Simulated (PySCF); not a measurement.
PySCF input (HF/def2-TZVPD):

```python
from pyscf import gto, scf, dft

mol = gto.M(
    atom='''
    C    -0.00552043    0.00459894   -1.17388509
    C     0.00131904   -0.00109886    0.28048569
    N     0.00672398   -0.00560159    1.42981145
    H    -0.00547550    1.02956237   -1.54542667
    H     0.87817519   -0.50722791   -1.55560292
    H    -0.89455918   -0.50412383   -1.54725412
    ''',
    basis='def2-tzvpd',
    charge=0,
    spin=0,
    verbose=4,
)

mf = scf.RHF(mol).density_fit(auxbasis='def2-universal-jkfit')
mf.conv_tol = 1e-9
mf.max_cycle = 100
mf.max_memory = 1500
mf.kernel()
if not mf.converged:
    mf = mf.newton()
    mf.kernel(mf.make_rdm1())
mf.analyze()
```

End of the output:

```
Extra cycle  E= -131.977736100048  delta_E= -5.68e-13  |g|= 6.27e-07  |ddm|= 4.21e-06
converged SCF energy = -131.977736100048
**** SCF Summaries ****
Total Energy =                        -131.977736100048077
Nuclear Repulsion Energy =              58.674780889729085
One-electron Energy =                 -293.625270112759949
Two-electron Energy =                  102.972753122982795
Two-electron Coulomb Energy =          120.963347658637829
DFT Exchange-Correlation Energy =      -17.990594535655035
HOMO-LUMO gap [eV] =                    14.195353347836607
**** MO energy ****
MO #1   energy= -15.5687920021854  occ= 2
MO #2   energy= -11.2845557033396  occ= 2
MO #3   energy= -11.2755601226905  occ= 2
MO #4   energy= -1.2230622920998   occ= 2
MO #5   energy= -1.04220129917308  occ= 2
MO #6   energy= -0.699831129547405 occ= 2
MO #7   energy= -0.630999761912515 occ= 2
MO #8   energy= -0.630999761308904 occ= 2
MO #9   energy= -0.556325973405968 occ= 2
MO #10  energy= -0.463776679509192 occ= 2
MO #11  energy= -0.463776679375423 occ= 2
MO #12  energy= 0.0578929385339038 occ= 0
MO #13  energy= 0.0979013364984738 occ= 0
MO #14  energy= 0.138337822470321  occ= 0
MO #15  energy= 0.138337822733202  occ= 0
MO #16  energy= 0.176051960530948  occ= 0
MO #17  energy= 0.176631295764836  occ= 0
MO #18  energy= 0.176631296158495  occ= 0
MO #19  energy= 0.201763358976844  occ= 0
MO #20  energy= 0.201763359442788  occ= 0
MO #21  energy= 0.226190685961313  occ= 0
MO #22  energy= 0.232845941542429  occ= 0
MO #23  energy= 0.232845941652042  occ= 0
MO #24  energy= 0.270987435090852  occ= 0
MO #25  energy= 0.306225897604984  occ= 0
MO #26  energy= 0.316086077054404  occ= 0
MO #27  energy= 0.316086077893192  occ= 0
MO #28  energy= 0.348525750430551  occ= 0
MO #29  energy= 0.348525750951904  occ= 0
MO #30  energy= 0.348566268009717  occ= 0
MO #31  energy= 0.356616557320838  occ= 0
MO #32  energy= 0.393917708849442  occ= 0
MO #33  energy= 0.393917709648337  occ= 0
MO #34  energy= 0.39615159943233   occ= 0
MO #35  energy= 0.420017376659633  occ= 0
MO #36  energy= 0.458958568295609  occ= 0
MO #37  energy= 0.458958568552799  occ= 0
MO #38  energy= 0.482562125200649  occ= 0
MO #39  energy= 0.482562125718798  occ= 0
MO #40  energy= 0.5082632690088    occ= 0
MO #41  energy= 0.590115356203858  occ= 0
MO #42  energy= 0.590115356469025  occ= 0
MO #43  energy= 0.603431838072791  occ= 0
MO #44  energy= 0.610652310907247  occ= 0
MO #45  energy= 0.610652311410146  occ= 0
MO #46  energy= 0.647747684167458  occ= 0
MO #47  energy= 0.647747684633947  occ= 0
MO #48  energy= 0.666280263362071  occ= 0
MO #49  energy= 0.723364532165177  occ= 0
MO #50  energy= 0.730977382871457  occ= 0
MO #51  energy= 0.730977384407182  occ= 0
MO #52  energy= 0.821979633900844  occ= 0
MO #53  energy= 0.832472845413056  occ= 0
MO #54  energy= 0.832472846424682  occ= 0
MO #55  energy= 0.833272272907906  occ= 0
MO #56  energy= 0.887900970020076  occ= 0
MO #57  energy= 0.887900970165283  occ= 0
MO #58  energy= 0.934124884774484  occ= 0
MO #59  energy= 1.0120032123128    occ= 0
MO #60  energy= 1.0120032131245    occ= 0
MO #61  energy= 1.07581812152901   occ= 0
MO #62  energy= 1.0758181227347    occ= 0
MO #63  energy= 1.08823883622552   occ= 0
MO #64  energy= 1.19234589653448   occ= 0
MO #65  energy= 1.32086908923844   occ= 0
MO #66  energy= 1.32086909140105   occ= 0
MO #67  energy= 1.46354074431903   occ= 0
MO #68  energy= 1.4943058621535    occ= 0
MO #69  energy= 1.49430586338256   occ= 0
MO #70  energy= 1.69125204336735   occ= 0
MO #71  energy= 1.69125204429052   occ= 0
MO #72  energy= 1.73104715012606   occ= 0
MO #73  energy= 1.82596790286961   occ= 0
MO #74  energy= 1.83474815127537   occ= 0
MO #75  energy= 1.9180075361298    occ= 0
MO #76  energy= 1.91800753655556   occ= 0
MO #77  energy= 2.01229129641918   occ= 0
MO #78  energy= 2.02967454825222   occ= 0
MO #79  energy= 2.02967455066358   occ= 0
MO #80  energy= 2.05714024183857   occ= 0
MO #81  energy= 2.05714024403813   occ= 0
MO #82  energy= 2.12090547802437   occ= 0
MO #83  energy= 2.33765539885032   occ= 0
MO #84  energy= 2.37017909873267   occ= 0
MO #85  energy= 2.37017910413531   occ= 0
MO #86  energy= 2.53468956068148   occ= 0
MO #87  energy= 2.675287218109     occ= 0
MO #88  energy= 2.67528722433716   occ= 0
MO #89  energy= 2.73507460156994   occ= 0
MO #90  energy= 2.73507460856804   occ= 0
MO #91  energy= 2.74452730751938   occ= 0
MO #92  energy= 2.90202642330965   occ= 0
MO #93  energy= 2.90340705016368   occ= 0
MO #94  energy= 2.9034070526028    occ= 0
MO #95  energy= 2.91664970439622   occ= 0
MO #96  energy= 2.94750567244688   occ= 0
MO #97  energy= 3.00820468224135   occ= 0
MO #98  energy= 3.00820468813216   occ= 0
MO #99  energy= 3.09506985109383   occ= 0
MO #100 energy= 3.18363024703706   occ= 0
MO #101 energy= 3.18363025276961   occ= 0
MO #102 energy= 3.36317145674223   occ= 0
MO #103 energy= 3.38482806478304   occ= 0
MO #104 energy= 3.38482806599761   occ= 0
MO #105 energy= 3.43698767078181   occ= 0
MO #106 energy= 3.43698767276633   occ= 0
MO #107 energy= 3.51153042655322   occ= 0
[...]
```
